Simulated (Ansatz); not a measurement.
C$_{3}$H$_{6}$OS (`SCC1CO1`). The species carries charge 0 and has multiplicity 1.

Z-matrix (Å, degrees):
```
C
C 1 1.504
S 1 1.806 2 115.6
H 1 1.093 2 109.3 3 -119.1
H 1 1.093 2 109.3 3 124.0
O 2 1.415 1 117.3 3 -44.4
C 2 1.456 1 124.3 3 25.7
H 2 1.091 1 113.2 3 -179.9
H 3 1.343 1 95.7 2 54.7
H 7 1.087 2 119.2 1 152.8
H 7 1.086 2 119.0 1 -0.9
```

(1) Give the diagnostics of a CCSD(T)/def2-TZVPP run (frozen core, Ansatz 0.2.0). (Best estimate.)

Results:

(1) Ansatz gave: T1 = 0.0112, largest single amplitude 0.011, largest double 0.021, (T) share of the correlation energy 4.2 %, 9 CCSD cycles. The RHF solution is stable towards an unrestricted one. T1 lies under the customary mark of 0.02 for closed shells.
